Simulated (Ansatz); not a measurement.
Geometry optimisation, Ansatz, RKS PBE0-D4/def2-SVPD.

The input (input.yaml):

```yaml
crystal:
  periodic: [false, false, false]
  atoms:
    - { symbol: Si, position_ang: [-0.068534, 0.0, -0.799832] }
    - { symbol: F, position_ang: [1.395613, 0.0, 1.570633] }
    - { symbol: H, position_ang: [2.00344, 0.0, 0.875302] }
    - { symbol: H, position_ang: [-1.043709, 1.092483, -0.383201] }
    - { symbol: H, position_ang: [-1.043709, -1.092483, -0.383201] }
basis:
  gaussian: { orbitals: def2-SVPD }
hamiltonian:
  xc: pbe0
  dispersion: d4
relax:
  f_tol: 0.03
  max_steps: 50
output:
  orbitals: {}
```

Run as:

```bash
$ ansatz run input.yaml --threads 1 --pin off --max-ram 2048MiB --backend cpu --events-out ev --progress --plain --runs-dir out
```

Q: Where does it end, and by what steps?

A: The run converged. After 6 steps the energy has fallen by 0.112 eV; F2 moved furthest, 0.48 Å.

```json
{"step": "0", "energy less start (eV)": "0.0000", "largest force component (eV/Å)": "0.266", "accepted": "yes"}
{"step": "1", "energy less start (eV)": "-0.0163", "largest force component (eV/Å)": "1.479", "accepted": "yes"}
{"step": "2", "energy less start (eV)": "-0.0845", "largest force component (eV/Å)": "0.366", "accepted": "yes"}
{"step": "3", "energy less start (eV)": "-0.0990", "largest force component (eV/Å)": "0.159", "accepted": "yes"}
{"step": "4", "energy less start (eV)": "-0.1082", "largest force component (eV/Å)": "0.184", "accepted": "yes"}
{"step": "5", "energy less start (eV)": "-0.1016", "largest force component (eV/Å)": "0.915", "accepted": "no"}
{"step": "6", "energy less start (eV)": "-0.1118", "largest force component (eV/Å)": "0.012", "accepted": "yes"}
```

```xyz
5
Properties=species:S:1:pos:R:3
Si -0.009 0.000 -0.799
F 1.079 0.000 1.208
H 1.967 0.000 0.940
H -0.897 1.108 -0.235
H -0.897 -1.108 -0.235
```

Whether the end is a true minimum wasn't checked by a vibrational analysis.

Run time: 10 s on 1 thread of Arm Neoverse V1 (shared host), peak memory 0.12 GiB.
